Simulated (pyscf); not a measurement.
A first-order saddle from PySCF, ωB97X-D3(BJ)/def2-SVP:

```xyz
9

C     -1.6723    -0.3127    -0.1467
C     -0.3985     0.2090    -0.3549
C      0.9031    -0.0375    -0.3581
H     -2.2112    -0.8456    -0.9382
H     -2.1152    -0.3647     0.8543
H      1.6244     0.7475    -0.6072
H      1.3113    -1.0262    -0.1146
F     -2.4373     1.3702    -0.5581
H     -1.2303     1.2832    -0.5990
```
Charge 0, spin multiplicity 1.

Surface: singlet, charge 0. Lowest wavenumbers (cm⁻¹): 1955i, 250, 267, 504, 538.

**Question.** Which two sides does it connect, and which bonds change?

**Answer.** H₂C=C=CH₂ + HF ⇌ H₂C=CH–CH₂–F, an addition across a multiple bond or ene-type step read from left to right: F–H broken and C–F, C–H formed. At CCSD(T)/def2-TZVPP + ΔMP2(QZVPP) it lies +54.4 kcal/mol from the left side and +76.3 kcal/mol from the right (each side as separated species at their lowest minima found). On the reactant side the descent ends in a complex, 5.1 kcal/mol under the separated species and 54.9 kcal/mol under the saddle at ωB97X-D3(BJ)/def2-TZVP. At ωB97X-D3(BJ) the barrier from the zero used here is 49.8 kcal/mol. This is the saddle that the search found; another between the same sides may lie lower. The CCSD(T) − MP2 part came from Ansatz, without density fitting, on the same reference.
